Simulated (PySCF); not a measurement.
# F2: electronic excitations at several levels of theory, part 2 of 2

PySCF 2.14.0. Atoms count from 0.

## 8. Excited states and response: PBE0/def2-TZVP

Job settings and geometry (Å):

```
{"job": {"kind": "uv", "xc": "PBE0", "basis": "def2-TZVP"}, "charge": 0, "multiplicity": 1}
F      0.688523    -0.000000    -0.000000
F     -0.688523     0.000000     0.000000
```

With the program's defaults for keys left out, this is: TDDFT PBE0/def2-TZVP, vertical, gas phase, core orbitals frozen in the response.

Log:

```text
coarse grid: 2176 points
cycle   1  E = -199.3938298626  dE =  8.858e-02  |g| = 2.766e-01  |ddm| = 1.106e+00
cycle   2  E = -199.4003610890  dE = -6.531e-03  |g| = 1.380e-01  |ddm| = 1.449e-01
cycle   3  E = -199.4026890695  dE = -2.328e-03  |g| = 2.244e-02  |ddm| = 5.395e-02
cycle   4  E = -199.4027490156  dE = -5.995e-05  |g| = 7.704e-03  |ddm| = 1.226e-02
cycle   5  E = -199.4027563759  dE = -7.360e-06  |g| = 1.573e-04  |ddm| = 3.357e-03
final grid: 23208 points
cycle   6  E = -199.4085330988  dE = -7.702e-06  |g| = 1.264e-03  |ddm| = 5.120e-03
cycle   7  E = -199.4085331589  dE = -6.014e-08  |g| = 1.005e-03  |ddm| = 9.511e-04
cycle   8  E = -199.4085332864  dE = -1.274e-07  |g| = 7.367e-05  |ddm| = 4.522e-04
cycle   9  E = -199.4085332871  dE = -6.912e-10  |g| = 1.940e-05  |ddm| = 3.379e-05
converged SCF energy = -199.4085332871

Static polarisability (au): isotropic 5.883, principal 3.515 3.515 10.619

Singlet excitations
state   eV       nm        f      main configurations
  1   4.9148    252.3   0.00001   H->L 1.00
  2   4.9148    252.3   0.00001   H-1->L 1.00
  3   8.8509    140.1   0.00000   H-2->L 1.00
  4   8.8509    140.1   0.00000   H-3->L 1.00
  5  14.9296     83.0   0.78635   H-4->L 0.90
  6  21.3327     58.1   0.00000   H->L+1 0.98
  7  21.3327     58.1   0.00000   H-1->L+1 0.98
  8  21.6410     57.3   0.06255   H->L+2 0.98
  9  21.6410     57.3   0.06255   H-1->L+2 0.98
 10  22.4231     55.3   0.00000   H-1->L+3 0.48, H->L+4 0.48

Triplet excitations (Tamm-Dancoff, eV): 3.3987 3.3987 7.4016 7.4016
```

It took 0.9 s on 1 thread, shared host.

In short: HOMO -11.59 eV, LUMO -3.24 eV; lowest singlet 4.91 eV.

## 9. Ultraviolet spectrum: PBE0/aug-cc-pVDZ

Job settings and geometry (Å):

```
{"job": {"kind": "uv", "xc": "PBE0", "basis": "aug-cc-pVDZ"}, "charge": 0, "multiplicity": 1}
F      0.688523    -0.000000    -0.000000
F     -0.688523     0.000000     0.000000
```

Method: TDDFT PBE0/aug-cc-pVDZ, vertical, gas phase, core orbitals frozen in the response.

Log:

```text
coarse grid: 2176 points
cycle   1  E = -199.3389018899  dE =  9.651e-02  |g| = 2.422e-01  |ddm| = 1.952e+00
cycle   2  E = -199.3443356241  dE = -5.434e-03  |g| = 1.407e-01  |ddm| = 2.478e-01
cycle   3  E = -199.3471427704  dE = -2.807e-03  |g| = 2.154e-02  |ddm| = 1.266e-01
cycle   4  E = -199.3472123287  dE = -6.956e-05  |g| = 4.997e-03  |ddm| = 3.152e-02
cycle   5  E = -199.3472161138  dE = -3.785e-06  |g| = 1.110e-04  |ddm| = 6.007e-03
final grid: 23208 points
cycle   6  E = -199.3451414076  dE = -3.383e-06  |g| = 3.125e-04  |ddm| = 1.224e-02
cycle   7  E = -199.3451414261  dE = -1.852e-08  |g| = 1.075e-04  |ddm| = 7.936e-04
cycle   8  E = -199.3451414275  dE = -1.416e-09  |g| = 6.096e-05  |ddm| = 1.808e-04
cycle   9  E = -199.3451414281  dE = -5.689e-10  |g| = 2.982e-06  |ddm| = 7.424e-05
converged SCF energy = -199.3451414281

Static polarisability (au): isotropic 7.410, principal 5.363 5.363 11.505

Singlet excitations
state   eV       nm        f      main configurations
  1   4.7929    258.7   0.00013   H-1->L 0.99
  2   4.7929    258.7   0.00013   H->L 0.99
  3   8.7179    142.2   0.00000   H-2->L 0.99
  4   8.7179    142.2   0.00000   H-3->L 0.99
  5  13.0494     95.0   0.00000   H->L+1 0.99
  6  13.0494     95.0   0.00000   H-1->L+1 0.99
  7  13.4180     92.4   0.02836   H-1->L+2 0.99
  8  13.4180     92.4   0.02836   H->L+2 0.99
  9  13.4283     92.3   0.40112   H-4->L 0.43, H->L+4 0.16, H-1->L+3 0.16
 10  14.1450     87.7   0.00000   H->L+3 0.48, H-1->L+4 0.48

Triplet excitations (Tamm-Dancoff, eV): 3.2894 3.2894 7.3011 7.3011
```

Wall time 0.9 s (1 thread, shared host).

Key values: HOMO -11.69 eV, LUMO -3.52 eV; lowest singlet 4.79 eV.

## 10. Ultraviolet spectrum: PBE0/aug-cc-pVTZ

Job settings and geometry (Å):

```
{"job": {"kind": "uv", "xc": "PBE0", "basis": "aug-cc-pVTZ"}, "charge": 0, "multiplicity": 1}
F      0.688523    -0.000000    -0.000000
F     -0.688523     0.000000     0.000000
```

Method: TDDFT PBE0/aug-cc-pVTZ, vertical, gas phase, core orbitals frozen in the response.

Log:

```text
coarse grid: 2176 points
cycle   1  E = -199.3905078759  dE =  9.176e-02  |g| = 2.800e-01  |ddm| = 2.008e+00
cycle   2  E = -199.3970068800  dE = -6.499e-03  |g| = 1.422e-01  |ddm| = 2.113e-01
cycle   3  E = -199.3994339066  dE = -2.427e-03  |g| = 2.431e-02  |ddm| = 9.037e-02
cycle   4  E = -199.3995031947  dE = -6.929e-05  |g| = 8.125e-03  |ddm| = 3.120e-02
cycle   5  E = -199.3995111515  dE = -7.957e-06  |g| = 1.909e-04  |ddm| = 8.343e-03
final grid: 23208 points
cycle   6  E = -199.3999486984  dE = -5.492e-06  |g| = 3.962e-04  |ddm| = 1.798e-02
cycle   7  E = -199.3999487207  dE = -2.231e-08  |g| = 1.201e-04  |ddm| = 6.842e-04
cycle   8  E = -199.3999487223  dE = -1.622e-09  |g| = 3.683e-05  |ddm| = 1.164e-04
cycle   9  E = -199.3999487224  dE = -1.494e-10  |g| = 5.533e-06  |ddm| = 3.205e-05
converged SCF energy = -199.3999487224

Static polarisability (au): isotropic 8.012, principal 6.042 6.042 11.954

Singlet excitations
state   eV       nm        f      main configurations
  1   4.8938    253.3   0.00012   H->L 0.99
  2   4.8938    253.3   0.00012   H-1->L 0.99
  3   8.8388    140.3   0.00000   H-3->L 0.99
  4   8.8388    140.3   0.00000   H-2->L 0.99
  5  12.4790     99.4   0.00000   H->L+1 0.99
  6  12.4790     99.4   0.00000   H-1->L+1 0.99
  7  12.8700     96.3   0.02458   H->L+2 0.99
  8  12.8700     96.3   0.02458   H-1->L+2 0.99
  9  13.1009     94.6   0.28820   H-4->L 0.29, H-1->L+3 0.27, H->L+4 0.27
 10  13.4921     91.9   0.00000   H-1->L+3 0.42, H->L+4 0.42

Triplet excitations (Tamm-Dancoff, eV): 3.3973 3.3973 7.4022 7.4022
```

Wall time 1.4 s (1 thread, shared host).

This run: HOMO -11.67 eV, LUMO -3.37 eV; lowest singlet 4.89 eV.

## 11. Ultraviolet spectrum: PBE0/def2-TZVPD

Job settings and geometry (Å):

```
{"job": {"kind": "uv", "xc": "PBE0", "basis": "def2-TZVPD"}, "charge": 0, "multiplicity": 1}
F      0.688523    -0.000000    -0.000000
F     -0.688523     0.000000     0.000000
```

With the program's defaults for keys left out, this is: TDDFT PBE0/def2-TZVPD, vertical, gas phase, core orbitals frozen in the response.

Log:

```text
coarse grid: 2176 points
cycle   1  E = -199.3949216359  dE =  9.304e-02  |g| = 2.767e-01  |ddm| = 1.052e+00
cycle   2  E = -199.4014690807  dE = -6.547e-03  |g| = 1.375e-01  |ddm| = 1.366e-01
cycle   3  E = -199.4037887375  dE = -2.320e-03  |g| = 2.289e-02  |ddm| = 5.063e-02
cycle   4  E = -199.4038516734  dE = -6.294e-05  |g| = 8.086e-03  |ddm| = 1.132e-02
cycle   5  E = -199.4038598905  dE = -8.217e-06  |g| = 1.821e-04  |ddm| = 3.282e-03
final grid: 23208 points
cycle   6  E = -199.4096354359  dE = -7.827e-06  |g| = 1.274e-03  |ddm| = 8.096e-03
cycle   7  E = -199.4096354903  dE = -5.444e-08  |g| = 1.038e-03  |ddm| = 8.902e-04
cycle   8  E = -199.4096356278  dE = -1.375e-07  |g| = 7.572e-05  |ddm| = 4.293e-04
cycle   9  E = -199.4096356285  dE = -7.365e-10  |g| = 1.999e-05  |ddm| = 3.221e-05
converged SCF energy = -199.4096356285

Static polarisability (au): isotropic 8.293, principal 6.361 6.361 12.157

Singlet excitations
state   eV       nm        f      main configurations
  1   4.8881    253.6   0.00012   H->L 0.99
  2   4.8881    253.6   0.00012   H-1->L 0.99
  3   8.8222    140.5   0.00000   H-3->L 0.99
  4   8.8222    140.5   0.00000   H-2->L 0.99
  5  12.1751    101.8   0.00000   H-1->L+2 0.98
  6  12.1751    101.8   0.00000   H->L+2 0.98
  7  12.4060     99.9   0.02268   H-1->L+1 0.99
  8  12.4060     99.9   0.02268   H->L+1 0.99
  9  12.6800     97.8   0.19223   H->L+3 0.38, H-1->L+4 0.38, H-4->L 0.18
 10  12.8747     96.3   0.00000   H-1->L+3 0.50, H->L+4 0.50

Triplet excitations (Tamm-Dancoff, eV): 3.3840 3.3840 7.3833 7.3833
```

It took 1.3 s on 1 thread, shared host.

Key values: HOMO -11.66 eV, LUMO -3.37 eV; lowest singlet 4.89 eV.

## 12. Ultraviolet spectrum: PBE0/6-31+G*

Job settings and geometry (Å):

```
{"job": {"kind": "uv", "xc": "PBE0", "basis": "6-31+G*"}, "charge": 0, "multiplicity": 1}
F      0.688523    -0.000000    -0.000000
F     -0.688523     0.000000     0.000000
```

Method: TDDFT PBE0/6-31+G*, vertical, gas phase, core orbitals frozen in the response.

Log:

```text
coarse grid: 2176 points
cycle   1  E = -199.3053935430  dE =  9.343e-02  |g| = 2.200e-01  |ddm| = 1.302e+00
cycle   2  E = -199.3111384582  dE = -5.745e-03  |g| = 1.306e-01  |ddm| = 1.893e-01
cycle   3  E = -199.3139993907  dE = -2.861e-03  |g| = 2.290e-02  |ddm| = 7.835e-02
cycle   4  E = -199.3140789209  dE = -7.953e-05  |g| = 3.495e-03  |ddm| = 1.406e-02
cycle   5  E = -199.3140808244  dE = -1.903e-06  |g| = 5.481e-05  |ddm| = 2.042e-03
final grid: 23208 points
cycle   6  E = -199.3244517129  dE = -3.564e-06  |g| = 5.054e-04  |ddm| = 5.203e-03
cycle   7  E = -199.3244517395  dE = -2.665e-08  |g| = 4.396e-04  |ddm| = 5.752e-04
cycle   8  E = -199.3244517693  dE = -2.978e-08  |g| = 1.593e-05  |ddm| = 2.399e-04
cycle   9  E = -199.3244517694  dE = -6.639e-11  |g| = 4.031e-06  |ddm| = 1.657e-05
converged SCF energy = -199.3244517694

Static polarisability (au): isotropic 6.575, principal 4.354 4.354 11.017

Singlet excitations
state   eV       nm        f      main configurations
  1   4.7993    258.3   0.00006   H-1->L 1.00
  2   4.7993    258.3   0.00006   H->L 1.00
  3   8.7268    142.1   0.00000   H-2->L 0.99
  4   8.7268    142.1   0.00000   H-3->L 0.99
  5  13.3698     92.7   0.00000   H-1->L+1 0.99
  6  13.3698     92.7   0.00000   H->L+1 0.99
  7  13.8764     89.3   0.55675   H-4->L 0.60, H->L+3 0.15, H-1->L+4 0.15
  8  14.7607     84.0   0.04453   H->L+2 0.98
  9  14.7607     84.0   0.04453   H-1->L+2 0.98
 10  15.2502     81.3   0.00000   H->L+3 0.50, H-1->L+4 0.50

Triplet excitations (Tamm-Dancoff, eV): 3.2995 3.2995 7.3174 7.3174
```

It took 0.6 s on 1 thread, shared host.

In short: HOMO -11.71 eV, LUMO -3.53 eV; lowest singlet 4.80 eV.

## 13. Run by run: electronic excitations

Excitations and ground-state properties, with basis size and wall time:

```
                run  lowest singlet (eV)  brightest (eV)      f  gap (eV)  α (Å³)  μ (D)  functions   time
CAM-B3LYP/def2-SVPD                 4.85           13.27  0.402     11.11    1.21   0.00         46  2.2 s
  wB97X-D/def2-SVPD                 4.88           13.54  0.444     12.23    1.21   0.00         46    2 s
  LC-wPBE/def2-SVPD                 4.88           13.48  0.407     13.65    1.21   0.00         46  2.7 s
        PBE0/6-31G*                 4.93           15.85  0.767      8.40    0.74   0.00         28  0.5 s
      PBE0/def2-SVP                 4.97           15.83  0.847      8.43    0.65   0.00         28  0.5 s
     PBE0/def2-TZVP                 4.91           14.93  0.786      8.35    0.87   0.00         62  0.9 s
   PBE0/aug-cc-pVDZ                 4.79           13.43  0.401      8.17    1.10   0.00         46  0.9 s
   PBE0/aug-cc-pVTZ                 4.89           13.10  0.288      8.30    1.19   0.00         92  1.4 s
    PBE0/def2-TZVPD                 4.89           12.68  0.192      8.29    1.23   0.00         80  1.3 s
       PBE0/6-31+G*                 4.80           13.88  0.557      8.18    0.97   0.00         36  0.6 s
```

Measured dipole: 0.00 D (gas; NIST CCCBDB Release 22 (SRD 101), experimental dipoles).

Measured polarisability: 1.16 Å³ (gas; NIST CCCBDB Release 22 (SRD 101), experimental polarizabilities).

## 14. Summary of results

What follows sums up all 2 parts.

| quantity | value |
| --- | --- |
| point group | D∞h |
| rotational constants (main isotopes) | 28.06, 28.06 GHz |
| lowest singlet (CAM-B3LYP/def2-SVPD) | 4.85 eV (256 nm), f = 0.000 |
| brightest single state of those computed | state 9, 13.27 eV, f = 0.402 |
| lowest triplet | 3.39 eV |
| vertical ionisation energy (ΔSCF) | 16.15 eV |
| vertical electron affinity (ΔSCF) | 0.36 eV |
| range of the lowest singlet | 4.79 to 4.97 eV |

What this shows: Single values in the summary come from the first run of each kind that ended normally (CAM-B3LYP/def2-SVPD), which need not be the best level. The optimisation took 5 steps and gained 0.177 eV; among the close pairs (by a distance rule), F0–F1 changed most, from 1.480 to 1.377 Å. The lowest singlet, at 4.85 eV, is HOMO→LUMO 0.99 and is dark; of the 10 states computed, the strongest absorption comes from state 9 at 13.27 eV. The lowest triplet lies 1.46 eV below the lowest singlet (triplets in Tamm-Dancoff, singlets in full TDDFT). The orbital energy would give 13.51 eV for ionisation, ΔSCF gives 16.15 eV. The dipole moment, 0.00 D, compares with 0.00 D measured. The polarisability is 4 % above the measured 1.16 Å³. The lowest singlet runs from 4.79 eV (PBE0/aug-cc-pVDZ) to 4.97 eV (PBE0/def2-SVP), while the orbital gap spans 8.17 to 13.65 eV. The lowest state need not be the same one in every run. The runs solved for a few states only, so the brightest column depends on that window. For the measured polarisability, PBE0/aug-cc-pVTZ misses least (0.03 Å³, 1.4 s) and PBE0/def2-SVP most (0.51 Å³, 0.5 s); the quickest, PBE0/6-31G*, misses by 0.42 Å³ in 0.5 s. One molecule ranks no method: errors cancel, and vibration and temperature are missing from all runs.
